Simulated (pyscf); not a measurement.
## Routes from H₃C–SiH(Cl)–Cl (SMILES C[SiH](Cl)Cl) + CH₃• (SMILES [CH3])

Candidate steps break at most two bonds and form at most two. Each was searched with GFN2-xTB (tblite) first. Single points on ωB97X-D3(BJ)/def2-SVP structures (PySCF, gas phase). Energies: ωB97M-D3(BJ)/def2-TZVP, kJ/mol, from the separated reactants, doublet surface; ΔG‡ with ideal gas, 1 atm, RRHO with modes under 100 cm⁻¹ raised to 100, one conformer, R ln 2 for chiral ones without a mode under 150 cm⁻¹.

| products | type | ΔE‡ | ΔE | ΔG‡ 298 K | ΔG‡ 900 K | ν‡ (cm⁻¹) |
|---|---|---|---|---|---|---|
| H₃C–Si•(Cl)–Cl + CH₄ | hydrogen abstraction | 30.7 | -62.6 | 67.6 | 142.2 | 1013i |
| •H₂C–SiH(Cl)–Cl + CH₄ | hydrogen abstraction | 56.1 | -12.8 | 91.7 | 173.6 | 1786i |

Plain bond fissions and candidates not yet searched are not listed, and one of them may be faster. Each barrier is that of the saddle found; lower ones may exist.
